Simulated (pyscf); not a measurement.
Thermochemistry of product channels of silicon tetrafluoride (F–Si(F)(F)–F) + H atom (H•) on the doublet surface, in eV, from CCSD(T)/def2-TZVPP + ΔMP2(QZVPP) energies (ideal gas, 1 atm, RRHO with modes under 100 cm⁻¹ raised to 100, one conformer, R ln 2 for rigid chiral ones). PySCF, gas phase, ωB97X-D3(BJ)/def2-SVP geometries. MP2 and CC: frozen core, UHF for open shells. ΔMP2 is the change of the MP2 total energy from the triple- to the quadruple-zeta basis.

```
products                                                                        ΔE  ΔH(298 K)  ΔG(298 K)  ΔG(600 K)
---------------------------------------------------------------------------  -----  ---------  ---------  ---------
hydrogen fluoride (HF) + F–Si•(F)–F                                          +1.11      +1.26      +1.08        ___
fluorine (F–F) + F–SiH•–F                                                    +8.25      +8.32      +8.09      +7.87
hydrogen fluoride (HF) + difluorosilylene (F–Si:–F) [singlet] + F atom (F•)  +5.71      +5.80      +5.24        ___
```

Fill in the missing entries.


- hydrogen fluoride (HF) + F–Si•(F)–F, ΔG(600 K): +0.91
- hydrogen fluoride (HF) + difluorosilylene (F–Si:–F) [singlet] + F atom (F•), ΔG(600 K): +4.67

These are energies of the channels, which say nothing of barriers. The CCSD(T) − MP2 part came from Ansatz, without density fitting, on the same reference. Left out: orbital degeneracy and the spin-orbit lowering of F.
